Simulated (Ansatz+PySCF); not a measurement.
# Stretching doublet NO

The N–O distance is varied.

Basis set: STO-3G (spherical functions). Left uncorrelated: 2 orbitals. Correlation on ROHF uses semicanonical orbitals with singles. Charge 0, multiplicity 2.

Computed with Ansatz (development build ahead of 0.2.0), each point on the determinant that the search for low states chose. Each curve is measured from its own lowest point listed. The ROHF curve may step between solutions. The ROHF-MP2 curve may step between solutions. The UHF-MP2 curve may step between solutions.

```tsv
r(N–O) (Å)	ROHF (eV)	UHF-MP2 (eV)	PBE0 (unrestricted) (eV)
1.028	2.256	2.443	3.237
1.142	0.000	0.000	0.427
1.257	0.167	0.298	0.000
1.314	0.718	0.484	0.267
1.428	2.048	1.000	1.192
1.542	3.128	1.737	2.129
1.771	5.398	2.636	3.781
1.828	5.963	2.692	4.103
1.942	7.055	2.726	4.598
2.056	7.685	2.719	4.925
2.171	7.872	2.705	5.140
2.228	7.946	2.699	5.218
2.342	8.065	2.693	5.334
2.456	8.153	2.691	5.413
2.570	8.216	2.692	5.466
2.627	8.241	2.694	5.485
2.742	8.279	2.696	5.514
2.856	8.306	2.699	5.533
```

(1) Give the ROHF-MP2 curve at the same distances.

## Answers

(1) (r (Å), E (eV)): (1.028, 3.658), (1.142, 0.659), (1.257, 0.000), (1.314, 0.186), (1.428, 3.440), (1.542, 4.916), (1.771, 7.247), (1.828, 7.737), (1.942, 8.603), (2.056, 10.801), (2.171, 11.029), (2.228, 11.112), (2.342, 11.241), (2.456, 11.331), (2.570, 11.395), (2.627, 11.420), (2.742, 11.457), (2.856, 11.483)

Caution at some points: another spin multiplicity may lie lower. Caution for ROHF at some points, ROHF-MP2 at some points: an unrestricted determinant lies well below. Caution for ROHF-MP2 at some points, UHF-MP2 at some points: large amplitudes, a single reference is doubtful; a plain start can end on a higher determinant; another reference gives a lower total; forces differ strongly between restricted and unrestricted references. Caution for ROHF-MP2 at some points: the program doubts this total; bonds are stretched, where a single reference can fail. Caution for UHF-MP2 at some points: the determinant may break the point group. Caution for UHF-MP2 at some points, PBE0 (unrestricted) at some points: the unrestricted determinant is a mixture of spin states. Caution for PBE0 (unrestricted) at some points: charge can spread falsely over distant fragments.
